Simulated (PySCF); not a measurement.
Gas-phase reaction: 2 PH₃ = 2 PH₂ + H₂

Method: PySCF energies (xtb for GFN2) plus ideal-gas RRHO corrections (1 bar). † marks an energy on the PBE0/def2-TZVP geometry and frequencies; other levels use their own. CCSD(T) freezes the core. Open shells (unrestricted): PH₂ (multiplicity 2); the rest are closed-shell singlets. GFN2 has no spin-polarisation term. PH₂: computed as isolated molecules; such fragments, hydroxides, amides, oligomers or adducts are transient or little studied in the gas. CCSD(T) isn't extrapolated to the basis-set limit; its ΔH°(298 K) is 236.8 kJ in def2-SVP and 246.2 kJ in def2-TZVPP. The harmonic model lacks anharmonicity and excited electronic states, which grow with temperature; levels with a mode under 35 cm⁻¹ are left out.

| level | ΔE electronic, kJ | ΔH°(298 K), kJ | ΔS°(298 K), J/K | ΔG°(2000 K), kJ |
|---|---|---|---|---|
| CCSD(T)/def2-SVP† | 257 | 237 | 135 | -50 |
| GFN2-xTB | 328 | 303 | 136 | 11 |
| PBE0/def2-QZVP† | 269 | 249 | 135 | -39 |
| PBE0/def2-TZVP | 270 | 249 | 135 | -38 |
| r2SCAN/def2-TZVP† | 257 | 236 | 135 | -51 |
| LDA/def2-TZVP† | 331 | 311 | 135 | 24 |
| ωB97M-V/def2-TZVP† | 284 | 264 | 135 | -23 |
| ωB97X-V/def2-TZVP† | 283 | 263 | 135 | -25 |
ΔH° is lowest at r2SCAN/def2-TZVP† and highest at LDA/def2-TZVP†. No reference value is set beside these.
